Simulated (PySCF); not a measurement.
PySCF input (B3PW91/6-31G* (5d)):

```python
from pyscf import gto, dft

mol = gto.M(
    atom='''
    C     1.20714507   -0.43893973   -0.00256418
    C     0.11798946    0.57141053    0.00482199
    N    -1.24139525   -0.02687100   -0.00131228
    H     1.53582640   -0.90177310    0.91941065
    H     1.53745215   -0.88648962   -0.93147757
    H     0.18297362    1.22496543   -0.86746879
    H     0.18143178    1.21047070    0.88789918
    H    -1.35007526   -0.63365410    0.80545776
    H    -1.34864912   -0.62024710   -0.81818214
    ''',
    basis='6-31g*',
    charge=0,
    spin=1,
    verbose=4,
)

mf = dft.UKS(mol, xc='b3pw91')
mf.grids.level = 3
mf.conv_tol = 1e-9
mf.max_cycle = 100
mf.max_memory = 1500
mf.kernel()
if not mf.converged:
    mf = mf.newton()
    mf.kernel(mf.make_rdm1())
mo, _, stable, _ = mf.stability(return_status=True)
if not stable:
    mf.kernel(mf.make_rdm1(mo, mf.mo_occ))
    stable = mf.stability(return_status=True)[2]
mf.dip_moment()
```

Output:

```
PySCF version 2.14.0

[INPUT] verbose = 4
[INPUT] num. atoms = 9
[INPUT] num. electrons = 25
[INPUT] charge = 0
[INPUT] spin (= nelec alpha-beta = 2S) = 1
[INPUT] symmetry False subgroup None
[INPUT] Mole.unit = angstrom
[INPUT] Symbol           X                Y                Z      unit          X                Y                Z       unit  Magmom
[INPUT]  1 C      1.207145070000  -0.438939730000  -0.002564180000 AA    2.281173574919  -0.829475874891  -0.004845597934 Bohr   0.0
[INPUT]  2 C      0.117989460000   0.571410530000   0.004821990000 AA    0.222967764985   1.079809406393   0.009112240475 Bohr   0.0
[INPUT]  3 N     -1.241395250000  -0.026871000000  -0.001312280000 AA   -2.345897034836  -0.050778830693  -0.002479849799 Bohr   0.0
[INPUT]  4 H      1.535826400000  -0.901773100000   0.919410650000 AA    2.902291270877  -1.704104185500   1.737434324508 Bohr   0.0
[INPUT]  5 H      1.537452150000  -0.886489620000  -0.931477570000 AA    2.905363493124  -1.675222594070  -1.760237498475 Bohr   0.0
[INPUT]  6 H      0.182973620000   1.224965430000  -0.867468790000 AA    0.345770029820   2.314849174760  -1.639278434708 Bohr   0.0
[INPUT]  7 H      0.181431780000   1.210470700000   0.887899180000 AA    0.342856374492   2.287458104811   1.677886276426 Bohr   0.0
[INPUT]  8 H     -1.350075260000  -0.633654100000   0.805457760000 AA   -2.551272488951  -1.197432706708   1.522094571306 Bohr   0.0
[INPUT]  9 H     -1.348649120000  -0.620247100000  -0.818182140000 AA   -2.548577474936  -1.172097148556  -1.546140164611 Bohr   0.0

nuclear repulsion = 76.1025206657334
number of shells = 30
number of NR pGTOs = 105
number of NR cGTOs = 54
basis = 6-31g*
ecp = {}

******** <class 'pyscf.dft.uks.UKS'> ********
method = UKS
initial guess = minao
damping factor = 0
level_shift factor = 0
DIIS = <class 'pyscf.scf.diis.CDIIS'>
diis_start_cycle = 1
diis_space = 8
diis_damp = 0
SCF conv_tol = 1e-09
SCF conv_tol_grad = None
SCF max_cycles = 100
direct_scf = True
direct_scf_tol = 1e-13
number electrons alpha = 13  beta = 12
XC library pyscf.dft.libxc version 7.1.2
    S. Lehtola, C. Steigemann, M. J. T. Oliveira, and M. A. L. Marques,  SoftwareX 7, 1–5 (2018)
XC functionals = b3pw91
    A. D. Becke,  J. Chem. Phys. 98, 5648 (1993)
radial grids:
    Treutler-Ahlrichs [JCP 102, 346 (1995); DOI:10.1063/1.469408] (M4) radial grids

becke partition: Becke, JCP 88, 2547 (1988); DOI:10.1063/1.454033
pruning grids: <function nwchem_prune>
grids dens level: 3
symmetrized grids: False
atomic radii adjust function: <function treutler_atomic_radii_adjust>
small_rho_cutoff = 0
Set gradient conv threshold to 3.16228e-05
tot grids = 100992
init E= -134.491931754901
  alpha nocc = 13  HOMO = -0.194832914371322  LUMO = 0.0520021817745575
  beta  nocc = 12  HOMO = -0.311200768374233  LUMO = -0.194832914371322

WARN: HOMO -0.194832914371322 >= LUMO -0.194832914371322

cycle= 1 E= -134.41508619003  delta_E= 0.0768  |g|= 0.245  |ddm|= 1.77
  alpha nocc = 13  HOMO = -0.140212694470907  LUMO = 0.125239948610673
  beta  nocc = 12  HOMO = -0.166880131488111  LUMO = -0.00572598758048892
  HOMO = -0.140212694471  LUMO = -0.00572598758049  gap/eV = 3.65957
cycle= 2 E= -134.411347675437  delta_E= 0.00374  |g|= 0.273  |ddm|= 0.494
  alpha nocc = 13  HOMO = -0.195083979723042  LUMO = 0.102338760848777
  beta  nocc = 12  HOMO = -0.241985298323969  LUMO = -0.0445148033464768
  HOMO = -0.195083979723  LUMO = -0.0445148033465  gap/eV = 4.09720
cycle= 3 E= -134.446095141348  delta_E= -0.0347  |g|= 0.0448  |ddm|= 0.263
  alpha nocc = 13  HOMO = -0.201871943455563  LUMO = 0.105037164189381
  beta  nocc = 12  HOMO = -0.236177582889487  LUMO = -0.0490858206056797
  HOMO = -0.201871943456  LUMO = -0.0490858206057  gap/eV = 4.15752
cycle= 4 E= -134.44694876983  delta_E= -0.000854  |g|= 0.0159  |ddm|= 0.0552
  alpha nocc = 13  HOMO = -0.199927218538033  LUMO = 0.105790807289958
  beta  nocc = 12  HOMO = -0.236791096778582  LUMO = -0.0431911167989072
  HOMO = -0.199927218538  LUMO = -0.0431911167989  gap/eV = 4.26501
cycle= 5 E= -134.447107498735  delta_E= -0.000159  |g|= 0.00498  |ddm|= 0.0192
  alpha nocc = 13  HOMO = -0.200829785995106  LUMO = 0.105608920530008
  beta  nocc = 12  HOMO = -0.236637117222689  LUMO = -0.0429943378078779
  HOMO = -0.200829785995  LUMO = -0.0429943378079  gap/eV = 4.29492
cycle= 6 E= -134.447124284631  delta_E= -1.68e-05  |g|= 0.00138  |ddm|= 0.00716
  alpha nocc = 13  HOMO = -0.200978676316444  LUMO = 0.105658438594669
  beta  nocc = 12  HOMO = -0.236595831602514  LUMO = -0.0429155746378487
  HOMO = -0.200978676316  LUMO = -0.0429155746378  gap/eV = 4.30112
cycle= 7 E= -134.447125807537  delta_E= -1.52e-06  |g|= 0.000761  |ddm|= 0.00265
  alpha nocc = 13  HOMO = -0.200903090965315  LUMO = 0.105679590069546
  beta  nocc = 12  HOMO = -0.236589900389898  LUMO = -0.0427890704578573
  HOMO = -0.200903090965  LUMO = -0.0427890704579  gap/eV = 4.30250
cycle= 8 E= -134.447126191742  delta_E= -3.84e-07  |g|= 0.000131  |ddm|= 0.00106
  alpha nocc = 13  HOMO = -0.200908907793873  LUMO = 0.105680991485178
  beta  nocc = 12  HOMO = -0.236585289920265  LUMO = -0.0428088105732161
  HOMO = -0.200908907794  LUMO = -0.0428088105732  gap/eV = 4.30212
cycle= 9 E= -134.447126206275  delta_E= -1.45e-08  |g|= 2.69e-05  |ddm|= 0.000245
  alpha nocc = 13  HOMO = -0.20090584874813  LUMO = 0.105683336027097
  beta  nocc = 12  HOMO = -0.236583148414927  LUMO = -0.0428105602517443
  HOMO = -0.200905848748  LUMO = -0.0428105602517  gap/eV = 4.30199
cycle= 10 E= -134.447126206993  delta_E= -7.19e-10  |g|= 5.22e-06  |ddm|= 6e-05
  alpha nocc = 13  HOMO = -0.200906216411739  LUMO = 0.105682392017643
  beta  nocc = 12  HOMO = -0.236585198985479  LUMO = -0.0428105285755116
  HOMO = -0.200906216412  LUMO = -0.0428105285755  gap/eV = 4.30200
Extra cycle  E= -134.447126207023  delta_E= -2.99e-11  |g|= 3.56e-06  |ddm|= 1.2e-05
converged SCF energy = -134.447126207023  <S^2> = 0.75489007  2S+1 = 2.0048841
uhf_internal: lowest eigs of H = [0.28309308 0.46111959 0.48569634]
<class 'pyscf.dft.uks.UKS'> wavefunction is stable in the internal stability analysis
Dipole moment(X, Y, Z, Debye):  0.55728, -1.15300, -0.00904
```
